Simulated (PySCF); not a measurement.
## Gas-phase XPS of sulfuryl fluoride, computed

Species: sulfuryl fluoride, F₂O₂S.
Cartesian coordinates in Å at the PBE0-D3(BJ)/def2-TZVP level; atoms count from 1:
```
atom  x, y, z in Å
O1     0.8398   -0.5350   -1.1127
S2     0.1366   -0.0852    0.0164
O3     0.5325   -0.2991    1.3465
F4    -1.3300   -0.5316   -0.1237
F5    -0.1460    1.4169   -0.1645
```

Level of theory: PySCF 2.14.0, delta-SCF UKS SCAN, pcX-3 on the ionised atom, pcseg-2 elsewhere, spin-free X2C. Vertical ΔSCF values, vacuum level as zero.

**Question.** Give the core binding energies atom by atom.

**Answer.** 
```
atom(s)            environment  level  binding energy (eV)  count
  O1/O3        sulfonyl oxygen   O 1s               540.33      2
  F4/F5  sulfur-bound fluorine   F 1s               695.45      2
     S2        sulfonyl sulfur   S 1s              2486.75      1
```

**Question.** Express the binding energy of F 1s of F4/F5 in atomic units and per mole.

**Answer.** 695.45 eV = 25.5573 Eh = 67101 kJ/mol.

Atoms equivalent by their bonding share one computed value, that of the first of them. Not every level is listed. Geometry: PBE0-D3(BJ)/def2-TZVP; no solvent, vibrations or thermal averaging.
